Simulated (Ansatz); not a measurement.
Geometry optimisation, RKS PBE-D4/def2-SVP in Ansatz.

Input file:

```yaml
crystal:
  periodic: [false, false, false]
  atoms:
    - { symbol: Si, position_ang: [0.0, 0.0, 0.0] }
    - { symbol: "N", position_ang: [0.0, 0.0, 1.82] }
    - { symbol: H, position_ang: [-0.877, -0.2713, 2.35] }
    - { symbol: H, position_ang: [0.877, 0.2713, 2.35] }
    - { symbol: H, position_ang: [1.3768, 0.0, -0.4862] }
    - { symbol: O, position_ang: [-0.7913, 1.3709, -0.5594] }
    - { symbol: H, position_ang: [-1.7491, 1.1401, -0.7818] }
    - { symbol: H, position_ang: [-0.6877, -1.1914, -0.4862] }
basis:
  gaussian: { orbitals: def2-SVP }
hamiltonian:
  xc: pbe
  dispersion: d4
relax:
  f_tol: 0.02
  max_steps: 40
```

Run as:

```bash
$ ansatz run input.yaml --threads 1 --pin off --max-ram 2048MiB --backend cpu --events-out ev --progress --plain --runs-dir out
```

Q: Where does it end, and by what steps?

A: The forces met the threshold. After 11 steps the energy has fallen by 0.366 eV; H4 moved furthest, 0.44 Å.

```csv
step,energy less start (eV),largest force component (eV/Å),accepted
0,0.0000,2.737,yes
1,-0.2672,1.438,yes
2,-0.3333,0.262,yes
3,-0.3447,0.204,yes
4,-0.3502,0.390,yes
5,-0.3342,0.416,no
6,-0.3610,0.198,yes
7,-0.3638,0.167,yes
8,-0.3535,0.476,no
9,-0.3653,0.081,yes
10,-0.3654,0.028,yes
11,-0.3661,0.017,yes
```

```xyz
8
Properties=species:S:1:pos:R:3
Si -0.005 -0.055 0.018
N 0.051 -0.114 1.751
H -0.747 -0.463 2.286
H 0.575 0.580 2.289
H 1.397 -0.002 -0.500
O -0.712 1.298 -0.703
H -1.670 1.384 -0.557
H -0.740 -1.309 -0.377
```

Whether the end is a true minimum wasn't checked by a vibrational analysis.

The run took 22 s on 1 thread of Intel(R) Xeon(R) Platinum 8259CL CPU @ 2.50GHz (Skylake/Cascade Lake) (shared host), peak memory 0.15 GiB.
